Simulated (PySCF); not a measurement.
# AlH3 (AlH₃): a look at the electrons, part 1 of 2

Aim: take AlH3 (AlH₃) and compute its lowest excited states and analyse its density (charges, bond critical points, surface potential).

The runs use PySCF 2.14.0; levels as typed in each script, gas phase, geometry from GFN2-xTB.

### Step 1. The system as given

4 atoms, charge 0, spin multiplicity 1.

Bond lengths: Al1–H2 1.553 Å, Al1–H3 1.553 Å, Al1–H4 1.553 Å. Angles: H2–Al1–H3 120.0°, H2–Al1–H4 120.0°, H3–Al1–H4 120.0°.

Geometry (Å):

```xyz
4
AlH3
Al    0.00000    0.00000    0.00000
H     1.50007   -0.40193    0.00000
H    -1.09814   -1.09811    0.00000
H    -0.40196    1.50005    0.00000
```

### Step 2. Excited states (M06-2X/6-311g**)

Input file input.py:

```python
import numpy as np
from pyscf import gto, scf, dft, tdscf
from pyscf.scf import atom_ks, atom_hf
from scipy.linalg import block_diag

def solve(mol, dm0=None, hcore=None):
    mf = (dft.UKS if mol.spin else dft.RKS)(mol, xc='m062x')
    mf.grids.level = 3
    mf = mf.density_fit(auxbasis='def2-universal-jkfit')
    mf.conv_tol, mf.max_cycle = 1e-8, 80
    if hcore is not None:
        mf.get_hcore = lambda *args: hcore
    mf.kernel(dm0)
    if not mf.converged:
        mf = mf.newton().run(mf.mo_coeff, mf.mo_occ, max_cycle=30)
    assert mf.converged, 'SCF not converged'
    return mf

mol = gto.M(atom='''
Al     0.00000     0.00000     0.00000
H      1.50007    -0.40193     0.00000
H     -1.09814    -1.09811     0.00000
H     -0.40196     1.50005     0.00000
''', basis='6-311g**', charge=0, spin=0, verbose=4)
mf = solve(mol)
td = mf.TDA()
td.nstates, td.singlet, td.conv_tol = 6, True, 1e-5
td.kernel()
td.analyze()
x, y = np.array([p[0] for p in td.xy]), np.array([p[1] + 0 * p[0] for p in td.xy])
f, mu = td.oscillator_strength(), td.transition_dipole()
nto = [td.get_nto(state=i + 1, verbose=4) for i in range(len(td.e))]
# spherically averaged free atoms, for the promolecule
atm = atom_ks.get_atm_nrks(mol, xc='m062x')
pro = block_diag(*[(atm[a[0]][2] * atm[a[0]][3]) @ atm[a[0]][2].T for a in mol._atom])
np.savez('result.npz', e=td.e, f=f, ok=td.converged, w=[n[0] for n in nto], nto=[n[1] for n in nto], x=x, y=y, c=mf.mo_coeff, occ=mf.mo_occ, eps=mf.mo_energy, pro=pro, mu=mu)
```

On the command line:

```console
$ OMP_NUM_THREADS=1 python input.py
```

Log:

```text
[ENV] PYSCF_TMPDIR <dir>
[ENV] PYSCF_MAX_MEMORY 1375
[INPUT] verbose = 4
[INPUT] num. atoms = 4
[INPUT] num. electrons = 16
[INPUT] charge = 0
[INPUT] spin (= nelec alpha-beta = 2S) = 0
[INPUT] symmetry False subgroup None
[INPUT] Mole.unit = angstrom
[INPUT] Symbol           X                Y                Z      unit          X                Y                Z       unit  Magmom
[INPUT]  1 Al     0.000000000000   0.000000000000   0.000000000000 AA    0.000000000000   0.000000000000   0.000000000000 Bohr   0.0
[INPUT]  2 H      1.500070000000  -0.401930000000   0.000000000000 AA    2.834721467676  -0.759537621246   0.000000000000 Bohr   0.0
[INPUT]  3 H     -1.098140000000  -1.098110000000   0.000000000000 AA   -2.075183846430  -2.075127154646   0.000000000000 Bohr   0.0
[INPUT]  4 H     -0.401960000000   1.500050000000   0.000000000000 AA   -0.759594313030   2.834683673154   0.000000000000 Bohr   0.0

nuclear repulsion = 13.8794311923472
number of shells = 24
number of NR pGTOs = 69
number of NR cGTOs = 44
basis = 6-311g**
ecp = {}

******** <class 'pyscf.df.df_jk.DFRKS'> ********
method = DFRKS
initial guess = minao
damping factor = 0
level_shift factor = 0
DIIS = <class 'pyscf.scf.diis.CDIIS'>
diis_start_cycle = 1
diis_space = 8
diis_damp = 0
SCF conv_tol = 1e-08
SCF conv_tol_grad = None
SCF max_cycles = 80
direct_scf = False
XC library pyscf.dft.libxc version 7.0.0
    S. Lehtola, C. Steigemann, M. J.T. Oliveira, and M. A.L. Marques.,  SoftwareX 7, 1–5 (2018)
XC functionals = m062x
    Y. Zhao and D. G. Truhlar.,  Theor. Chem. Acc. 120, 215 (2008)
    Y. Zhao and D. G. Truhlar.,  Theor. Chem. Acc. 120, 215 (2008)
radial grids:
    Treutler-Ahlrichs [JCP 102, 346 (1995); DOI:10.1063/1.469408] (M4) radial grids

becke partition: Becke, JCP 88, 2547 (1988); DOI:10.1063/1.454033
pruning grids: <function nwchem_prune at 0xf2a74a15f600>
grids dens level: 3
symmetrized grids: False
atomic radii adjust function: <function treutler_atomic_radii_adjust at 0xf2a74a194540>
small_rho_cutoff = 0
Set gradient conv threshold to 0.0001
Initial guess from minao.
tot grids = 48608
******** <class 'pyscf.df.df.DF'> ********
auxbasis = def2-universal-jkfit
init E= -243.896673440171
  HOMO = -0.337859505070889  LUMO = -0.0697092615388099  gap/eV = 7.29674
cycle= 1 E= -244.160564863131  delta_E= -0.264  |g|= 0.123  |ddm|= 1.31
  HOMO = -0.358540085047831  LUMO = -0.0499558638545278  gap/eV = 8.39700
cycle= 2 E= -244.165020402802  delta_E= -0.00446  |g|= 0.0416  |ddm|= 0.161
  HOMO = -0.35810142421657  LUMO = -0.0443700627786582  gap/eV = 8.53707
cycle= 3 E= -244.165268989319  delta_E= -0.000249  |g|= 0.0099  |ddm|= 0.0392
  HOMO = -0.358870406595808  LUMO = -0.0444626990661242  gap/eV = 8.55547
cycle= 4 E= -244.165285639224  delta_E= -1.66e-05  |g|= 0.00128  |ddm|= 0.0105
  HOMO = -0.358861851517694  LUMO = -0.0447445195113674  gap/eV = 8.54757
cycle= 5 E= -244.16528622088  delta_E= -5.82e-07  |g|= 0.000164  |ddm|= 0.00144
  HOMO = -0.358815801175571  LUMO = -0.044700724837129  gap/eV = 8.54751
cycle= 6 E= -244.165286229073  delta_E= -8.19e-09  |g|= 2.41e-05  |ddm|= 0.000229
  HOMO = -0.358824343667781  LUMO = -0.0447064798339962  gap/eV = 8.54758
Extra cycle  E= -244.165286229294  delta_E= -2.21e-10  |g|= 9.13e-06  |ddm|= 3.54e-05
converged SCF energy = -244.165286229294

******** <class 'pyscf.tdscf.rks.TDA'> for <class 'pyscf.df.df_jk.DFRKS'> ********
nstates = 6 singlet
deg_eia_thresh = 1.000e-03
wfnsym = None
conv_tol = 1e-05
eigh lindep = 1e-12
eigh level_shift = 0
eigh max_cycle = 100

Excitation energies (eV)
[5.25413815 5.25464683 8.44004582 8.8450663  8.84515024 9.14856006]

** Singlet excitation energies and oscillator strengths **
Excited State   1:      5.25414 eV    235.97 nm  f=0.0000
       7 -> 9         0.23118
       8 -> 9         0.66122
Excited State   2:      5.25465 eV    235.95 nm  f=0.0000
       7 -> 9        -0.66123
       8 -> 9         0.23119
Excited State   3:      8.44005 eV    146.90 nm  f=0.0000
       7 -> 10        0.31137
       7 -> 11       -0.36795
       7 -> 15       -0.10027
       8 -> 10        0.36822
       8 -> 11        0.31137
       8 -> 14        0.10035
Excited State   4:      8.84507 eV    140.17 nm  f=0.0077
       7 -> 10       -0.23731
       7 -> 11       -0.28112
       7 -> 12       -0.11071
       8 -> 10       -0.28101
       8 -> 11        0.23757
       8 -> 12        0.45991
Excited State   5:      8.84515 eV    140.17 nm  f=0.0077
       7 -> 10        0.28122
       7 -> 11       -0.23743
       7 -> 12        0.45992
       8 -> 10       -0.23740
       8 -> 11       -0.28093
       8 -> 12        0.11074
Excited State   6:      9.14856 eV    135.52 nm  f=0.0000
       7 -> 10        0.37181
       7 -> 11        0.31459
       8 -> 10       -0.31445
       8 -> 11        0.37180

** Transition electric dipole moments (AU) **
state          X           Y           Z        Dip. S.      Osc.
  1         0.0000     -0.0000      0.0000      0.0000      0.0000
  2         0.0000      0.0000      0.0002      0.0000      0.0000
  3         0.0001     -0.0002      0.0000      0.0000      0.0000
  4         0.0302     -0.1863     -0.0000      0.0356      0.0077
  5         0.1863      0.0299     -0.0000      0.0356      0.0077
  6        -0.0002     -0.0001      0.0000      0.0000      0.0000

** Transition velocity dipole moments (imaginary part, AU) **
state          X           Y           Z        Dip. S.      Osc.
  1         0.0000     -0.0000      0.0000      0.0000      0.0000
  2         0.0000      0.0000      0.0001      0.0000      0.0000
  3         0.0000     -0.0001      0.0000      0.0000      0.0000
  4         0.0126     -0.0776     -0.0000      0.0062      0.0127
  5         0.0776      0.0125     -0.0000      0.0062      0.0127
  6        -0.0001     -0.0000      0.0000      0.0000      0.0000

** Transition magnetic dipole moments (imaginary part, AU) **
state          X           Y           Z
  1        -0.9030     -0.8125     -0.0000
  2        -0.8124      0.9030      0.0000
  3        -0.0000     -0.0000      1.5978
  4         0.0000     -0.0000      0.0003
  5        -0.0000     -0.0000      0.0003
  6        -0.0000      0.0000     -0.0000
State 1: 5.25414 eV  NTO largest component 0.9997884909051322
    occ-NTO: 0.330038 (MO #7) + 0.943965 (MO #8)
    vir-NTO: 0.990725 (MO #9)
State 2: 5.25465 eV  NTO largest component 0.9997881017369626
    occ-NTO: 0.943965 (MO #7) + -0.330038 (MO #8)
    vir-NTO: 0.990734 (MO #9)
State 3: 8.44005 eV  NTO largest component 0.5002846093217109
    occ-NTO: 0.345279 (MO #7) + 0.938500 (MO #8)
    vir-NTO: 0.905909 (MO #10) + 0.330266 (MO #11)
State 4: 8.84507 eV  NTO largest component 0.7273910802994857
    occ-NTO: 0.972154 (MO #8)
    vir-NTO: -0.360790 (MO #10) + 0.492205 (MO #11) + 0.784398 (MO #12)
State 5: 8.84515 eV  NTO largest component 0.7273518114707348
    occ-NTO: 0.972312 (MO #7)
    vir-NTO: 0.361419 (MO #10) + -0.491663 (MO #11) + 0.784448 (MO #12)
State 6: 9.14856 eV  NTO largest component 0.4993353585013821
    occ-NTO: 0.929017 (MO #7) + 0.370036 (MO #8)
    vir-NTO: 0.458425 (MO #10) + 0.860255 (MO #11)
Spherically averaged atomic KS for {'Al', 'H'}

******** <class 'pyscf.scf.atom_ks.AtomSphAverageRKS'> ********
method = AtomSphAverageRKS
initial guess = vsap
damping factor = 0
level_shift factor = 0
diis_start_cycle = 1
diis_space = 12
SCF conv_tol = 1e-09
SCF conv_tol_grad = None
SCF max_cycles = 50
direct_scf = True
direct_scf_tol = 1e-13
XC library pyscf.dft.libxc version 7.0.0
    S. Lehtola, C. Steigemann, M. J.T. Oliveira, and M. A.L. Marques.,  SoftwareX 7, 1–5 (2018)
XC functionals = m062x
    Y. Zhao and D. G. Truhlar.,  Theor. Chem. Acc. 120, 215 (2008)
    Y. Zhao and D. G. Truhlar.,  Theor. Chem. Acc. 120, 215 (2008)
radial grids:
    Treutler-Ahlrichs [JCP 102, 346 (1995); DOI:10.1063/1.469408] (M4) radial grids

becke partition: Becke, JCP 88, 2547 (1988); DOI:10.1063/1.454033
pruning grids: <function nwchem_prune at 0xf2a74a15f600>
grids dens level: 3
symmetrized grids: False
atomic radii adjust function: <function treutler_atomic_radii_adjust at 0xf2a74a194540>
User specified grid scheme (100, 434)
small_rho_cutoff = 0
Set gradient conv threshold to 3.16228e-05
tot grids = 24008
init E= -228.40705768521
cycle= 1 E= -228.414255485671  delta_E= -0.0072  |g|=    0  |ddm|= 0.116
cycle= 2 E= -228.414565675774  delta_E= -0.00031  |g|=    0  |ddm|= 0.0468
cycle= 3 E= -228.414606577705  delta_E= -4.09e-05  |g|=    0  |ddm|= 0.012
cycle= 4 E= -228.414613560522  delta_E= -6.98e-06  |g|=    0  |ddm|= 0.00503
cycle= 5 E= -228.414614878383  delta_E= -1.32e-06  |g|=    0  |ddm|= 0.00289
cycle= 6 E= -228.414615135112  delta_E= -2.57e-07  |g|=    0  |ddm|= 0.00131
cycle= 7 E= -228.4146151856  delta_E= -5.05e-08  |g|=    0  |ddm|= 0.000624
cycle= 8 E= -228.414615195557  delta_E= -9.96e-09  |g|=    0  |ddm|= 0.00028
cycle= 9 E= -228.414615197521  delta_E= -1.96e-09  |g|=    0  |ddm|= 0.000127
cycle= 10 E= -228.414615197986  delta_E= -4.65e-10  |g|=    0  |ddm|= 3.15e-05
Extra cycle  E= -228.414615198001  delta_E= -1.5e-11  |g|=    0  |ddm|= 1.1e-05
Atomic HF for atom  Al  converged. SCF energy = -228.414615198001

******** <class 'pyscf.scf.atom_ks.AtomSphAverageRKS'> ********
method = AtomSphAverageRKS
initial guess = vsap
damping factor = 0
level_shift factor = 0
diis_start_cycle = 1
diis_space = 12
SCF conv_tol = 1e-09
SCF conv_tol_grad = None
SCF max_cycles = 50
direct_scf = True
direct_scf_tol = 1e-13
XC library pyscf.dft.libxc version 7.0.0
    S. Lehtola, C. Steigemann, M. J.T. Oliveira, and M. A.L. Marques.,  SoftwareX 7, 1–5 (2018)
XC functionals = m062x
    Y. Zhao and D. G. Truhlar.,  Theor. Chem. Acc. 120, 215 (2008)
    Y. Zhao and D. G. Truhlar.,  Theor. Chem. Acc. 120, 215 (2008)
radial grids:
    Treutler-Ahlrichs [JCP 102, 346 (1995); DOI:10.1063/1.469408] (M4) radial grids

becke partition: Becke, JCP 88, 2547 (1988); DOI:10.1063/1.454033
pruning grids: <function nwchem_prune at 0xf2a74a15f600>
grids dens level: 3
symmetrized grids: False
atomic radii adjust function: <function treutler_atomic_radii_adjust at 0xf2a74a194540>
User specified grid scheme (100, 434)
small_rho_cutoff = 0
Set gradient conv threshold to 3.16228e-05
tot grids = 26240
init E= 13.4728130808472
cycle= 1 E= 13.4642434029473  delta_E= -0.00857  |g|=    0  |ddm|= 0.234
cycle= 2 E= 13.46423176673  delta_E= -1.16e-05  |g|=    0  |ddm|= 0.00636
cycle= 3 E= 13.4642317287696  delta_E= -3.8e-08  |g|=    0  |ddm|= 0.000458
cycle= 4 E= 13.4642317286191  delta_E= -1.5e-10  |g|=    0  |ddm|= 3.21e-05
Extra cycle  E= 13.4642317286185  delta_E= -6.5e-13  |g|=    0  |ddm|= 2.25e-06
Atomic HF for atom  H  converged. SCF energy = 13.4642317286185
```

Run time: 25 s. Hardware: 1 thread of Arm Neoverse V2, shared host; peak memory 0.3 GiB.

The free atoms at the end serve only for the promolecule density; their printed energies are not used.

### Step 3. What the saved matrices give

TDA singlet states:

```csv
state,energy (eV),f,leading pair's weight
S1,5.25,0.000,1.00
S2,5.25,0.000,1.00
S3,8.44,0.000,0.50
S4,8.85,0.008,0.73
S5,8.85,0.008,0.73
S6,9.15,0.000,0.50
```

(Continued in part 2 of 2.)
